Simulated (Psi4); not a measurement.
**BH3O2 (SMILES OBO) at CCSD/def2-TZVP**

Aim: the energy change on altering one bond length of BH3O2 at CCSD/def2-TZVP, from 2 runs. 

Program for the calculation: Psi4 1.11.

1 further run of the same task is left out (it didn't finish).

### Step 1. The structure to begin with

The species is BH3O2 (6 atoms), meant as a singlet with charge 0. As SMILES, `OBO`. The shape is that of a PBE0-D4/def2-TZVP optimisation. This is one conformer, not always the lowest.

Bond lengths: O1–B2 1.356 Å, B2–O3 1.356 Å, O1–H4 0.958 Å, B2–H5 1.204 Å, O3–H6 0.958 Å. Angles: O1–B2–O3 116.8°, O1–B2–H5 121.6°, O3–B2–H5 121.6°, B2–O1–H4 112.7°, B2–O3–H6 112.7°.

### Step 2. The energy at CCSD/def2-TZVP

bh3o2.in

```
memory 1.6 GB

molecule {
  0 1
  O     -2.22269587    -0.99116135    -0.47583304
  B      0.09354144     0.05310130    -0.13776103
  O      1.09717499    -0.10166727     2.21570388
  H     -2.82457364    -0.81919628    -2.17431888
  H      1.20526732     1.06882910    -1.84456167
  H      2.73103220     0.66915202     2.32965437
  units au
  symmetry c1
  no_reorient
  no_com
}

set basis def2-TZVP
set puream true
set e_convergence 1e-09
set d_convergence 1e-08
set scf_type pk
set num_frozen_docc 3

energy('ccsd')
```

The run is started by

```
$ psi4 -n 1 bh3o2.in bh3o2.out
```

bh3o2.out:

```text
[...]
  Running in c1 symmetry.
[...]
  Nuclear repulsion =   66.705244568827680
[...]
  Multiplicity = 1
[...]
  Nalpha       = 12
  Nbeta        = 12
[...]
    Number of basis functions: 111
[...]
   @RHF iter   1:  -176.20441257561424   -9.22147e-01   5.39151e-03 ADIIS/DIIS
[...]
   @RHF iter  10:  -176.33991401999361   -2.41016e-11   9.66876e-09 DIIS
[...]
    Orbital Energies [Eh]
    ---------------------
    Doubly Occupied:
       1A    -20.566926     2A    -20.566911     3A     -7.640911
       4A     -1.383836     5A     -1.349659     6A     -0.790804
       7A     -0.676327     8A     -0.665319     9A     -0.589448
      10A     -0.571561    11A     -0.501755    12A     -0.486199
[...]
  @RHF Final Energy:  -176.33991401999361
   => Energetics <=
    Nuclear Repulsion Energy =             66.7052445688276805
    One-Electron Energy =                -374.5110016425175559
    Two-Electron Energy =                 131.4658430536962328
    Total Energy =                       -176.3399140199936141
[...]
 Multipole Moments:
 ------------------------------------------------------------------------------------
     Multipole            Electronic (a.u.)      Nuclear  (a.u.)        Total (a.u.)
 ------------------------------------------------------------------------------------
 L = 1.  Multiply by 2.5417464519 to convert [e a0] to [Debye]
 Dipole X            :          7.9313629           -7.4247340            0.5066290
 Dipole Y            :          8.0211587           -7.5583376            0.4628211
 Dipole Z            :        -12.3189423           11.5409354           -0.7780069
 Magnitude           :                                                    1.0373866
[...]
      * MP2 total energy                      = -176.914551391447247
[...]
      * CCSD total energy                     = -176.928475897440933
[...]
```

Run time: 29 s. Hardware: 1 thread of Intel Xeon 6975P-C (Granite Rapids), shared host; peak memory 1.6 GiB.

### Step 3. The distorted shape

bh3o2.xyz

```xyz
6
BH3O2
O     -1.543939    -0.690293    -0.305474
B      0.049500     0.028100    -0.072900
O      0.580600    -0.053800     1.172500
H     -1.862439    -0.599293    -1.204274
H      0.637800     0.565600    -0.976100
H      1.445200     0.354100     1.232800
```

job.py

```python
import psi4

psi4.set_memory('1600 MB')
psi4.set_num_threads(1)
psi4.core.set_output_file('bh3o2.out', False)

with open('bh3o2.xyz') as f:
    atoms = ''.join(f.readlines()[2:])
molecule = psi4.geometry('0 1\n' + atoms + 'symmetry c1\nno_reorient\nno_com')

psi4.set_options({
    'basis': 'def2-TZVP',
    'puream': True,
    'e_convergence': 1e-09,
    'd_convergence': 1e-08,
    'scf_type': 'pk',
    'num_frozen_docc': 3,
})

e, wfn = psi4.energy("ccsd", return_wfn=True)
print(f'ccsd energy: {e:.10f} Eh')
```

The run is started by

```
$ python job.py
```

bh3o2.out:

```text
[...]
  Running in c1 symmetry.
[...]
  Nuclear repulsion =   60.350963577768162
[...]
  Multiplicity = 1
[...]
  Nalpha       = 12
  Nbeta        = 12
[...]
    Number of basis functions: 111
[...]
   @RHF iter   1:  -176.11371907370724   -1.23318e+00   5.61966e-03 ADIIS/DIIS
[...]
   @RHF iter  12:  -176.26736358662225   -4.32010e-12   3.73430e-09 DIIS
[...]
    Orbital Energies [Eh]
    ---------------------
    Doubly Occupied:
       1A    -20.606516     2A    -20.537526     3A     -7.711262
       4A     -1.402052     5A     -1.265752     6A     -0.787166
       7A     -0.679139     8A     -0.619519     9A     -0.572436
      10A     -0.570125    11A     -0.470690    12A     -0.462945
[...]
  @RHF Final Energy:  -176.26736358662225
   => Energetics <=
    Nuclear Repulsion Energy =             60.3509635777681623
    One-Electron Energy =                -361.8663978382069217
    Two-Electron Energy =                 125.2480706738165139
    Total Energy =                       -176.2673635866222526
[...]
 Multipole Moments:
 ------------------------------------------------------------------------------------
     Multipole            Electronic (a.u.)      Nuclear  (a.u.)        Total (a.u.)
 ------------------------------------------------------------------------------------
 L = 1.  Multiply by 2.5417464519 to convert [e a0] to [Debye]
 Dipole X            :         14.8905324          -13.6790679            1.2114645
 Dipole Y            :         11.1324315          -10.3780679            0.7543637
 Dipole Z            :        -11.2078663           10.6280730           -0.5797934
 Magnitude           :                                                    1.5404126
[...]
      * MP2 total energy                      = -176.851624993944341
[...]
      * CCSD total energy                     = -176.863669733178028
```

The script printed:

```text
ccsd energy: -176.8636697332 Eh
```

It took 32 s on 1 thread of Intel Xeon 6975P-C (Granite Rapids), shared host; peak memory 1.6 GiB.

### Step 4. What came out

At CCSD/def2-TZVP, 3 core orbitals frozen:

| quantity | value |
| --- | --- |
| first shape: total energy | -176.92848 Eh |
| first shape: HOMO energy (Hartree–Fock orbitals) | -13.23 eV |
| first shape: LUMO energy (Hartree–Fock orbitals) | 3.31 eV |
| first shape: HOMO–LUMO gap (Hartree–Fock orbitals) | 16.54 eV |
| first shape: correlation energy (3 core orbitals frozen) | -588.6 mEh |
| first shape: T1 diagnostic | 0.013 |
| distorted shape: total energy | -176.86367 Eh |
| distorted shape: HOMO energy (Hartree–Fock orbitals) | -12.60 eV |
| distorted shape: LUMO energy (Hartree–Fock orbitals) | 2.95 eV |
| distorted shape: HOMO–LUMO gap (Hartree–Fock orbitals) | 15.55 eV |
| distorted shape: correlation energy (3 core orbitals frozen) | -596.3 mEh |
| distorted shape: T1 diagnostic | 0.016 |
| energy change with the O1–B2 bond stretched from 1.356 to 1.763 Å | 1.763 eV |

In words: With the O1–B2 bond stretched from 1.356 to 1.763 Å the energy rises by 1.76 eV (170 kJ/mol). The first shape isn't relaxed at this level, so the change isn't measured from a minimum.
